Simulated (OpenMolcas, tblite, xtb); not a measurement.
# A ladder of methods for C2H6Al (SMILES [CH3][Al][CH3])

C2H6Al has 9 atoms, charge 0, and is taken as a doublet. As SMILES, `[CH3][Al][CH3]`. Geometry: relaxed at PBE0-D4/def2-TZVP.

Quantity: the vertical electron affinity (to the singlet anion), in eV. The values are calculated.

The electron affinity is E(neutral) − E(anion): positive where the electron is bound.

```
             level            kind     program  value (eV)  CPU time (all runs)
          GFN1-xTB  semi-empirical         xtb        5.36            under 2 s
         IPEA1-xTB  semi-empirical      tblite        5.45            under 2 s
     UHF/def2-SVPD    Hartree–Fock  OpenMolcas       -0.62                 42 s
  USVWN5/def2-SVPD             LDA  OpenMolcas        0.59                 97 s
    UPBE/def2-SVPD             GGA  OpenMolcas        0.42              2.5 min
U-r2SCAN/def2-SVPD        meta-GGA  OpenMolcas        0.27                3 min
  UBHLYP/def2-SVPD   global hybrid  OpenMolcas        0.27              2.5 min
```

Where it was recorded, the anion's HOMO is positive in USVWN5/def2-SVPD, UPBE/def2-SVPD, U-r2SCAN/def2-SVPD, UBHLYP/def2-SVPD: a fault of the level (basis or self-interaction), which says nothing on whether the real anion is bound. The values span -0.62 to 5.45 eV. The xTB values lack the empirical shift that such differences need. CPU times are rough (shared hosts, several kinds of processor and program).
